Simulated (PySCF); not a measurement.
How the method moves the HOMO and LUMO of 3,3-dimethyl-1-butene

Compound: 3,3-dimethyl-1-butene, C6H12.
Cartesian coordinates in Å at the PBE0-D3(BJ)/def2-SVP level; atoms count from 1:
```
atom  x, y, z in Å
C1     2.180   -0.417    0.607
C2     1.268   -0.087   -0.307
C3    -0.224    0.055   -0.114
C4    -0.618    1.491   -0.487
C5    -0.924   -0.924   -1.068
C6    -0.653   -0.236    1.321
H7     3.239   -0.490    0.348
H8     1.915   -0.628    1.647
H9     1.608    0.112   -1.333
H10   -1.709    1.628   -0.409
H11   -0.322    1.730   -1.521
H12   -0.132    2.219    0.181
H13   -0.668   -1.966   -0.822
H14   -2.018   -0.814   -1.004
H15   -0.628   -0.742   -2.114
H16   -0.377   -1.258    1.625
H17   -0.190    0.468    2.030
H18   -1.746   -0.141    1.419
```

Basis pcSseg-1 throughout (PySCF), one geometry. Geometry: PBE0-D3(BJ)/def2-SVP; no solvent, vibrations or thermal averaging.

Question: How do the orbital energies, the gap and the dipole change with the method?

Answer: 
```csv
method,kind,HOMO (eV),LUMO (eV),gap (eV),μ (D),SCF cycles
BLYP,GGA,-6.07,-0.42,5.64,0.37,14
B97-D,GGA,-6.16,-0.45,5.71,0.38,14
OPBE,GGA,-6.18,-0.42,5.75,0.40,15
KT3,GGA,-6.22,-0.50,5.72,0.36,14
PBE,GGA,-6.24,-0.57,5.67,0.38,14
KT2,GGA,-6.25,-0.56,5.68,0.35,14
BP86,GGA,-6.33,-0.66,5.67,0.39,14
LDA,LDA,-6.42,-0.80,5.62,0.38,14
B3LYP,global hybrid,-7.13,0.26,7.39,0.35,14
PBE0,global hybrid,-7.37,0.49,7.86,0.36,14
mPW1PW91,global hybrid,-7.38,0.48,7.87,0.37,14
wB97X-D,range-separated hybrid,-9.24,2.32,11.56,0.36,11
HF,Hartree–Fock,-9.76,4.28,14.04,0.34,9
```

The HOMO spans 3.69 eV, from BLYP down to HF, and the gap runs from 5.62 eV (LDA) to 14.04 eV (HF). Over the methods BLYP (0 %), B97-D (0 %), OPBE (0 %), KT3 (0 %), PBE (0 %), KT2 (0 %), BP86 (0 %), LDA (0 %), B3LYP (20 %), PBE0 (25 %), mPW1PW91 (25 %), HF (100 %), a straight line through the gap against the share of exact exchange rises by 0.84 eV for each 10 % (correlation coefficient 1.000). The dipole ranges from 0.34 D (HF) to 0.40 D (OPBE). This basis has no diffuse functions.

The vertical ΔSCF ionisation energy at PBE0/def2-SVPD is 9.45 eV; −ε(HOMO) comes closest to it with wB97X-D (9.24 eV).
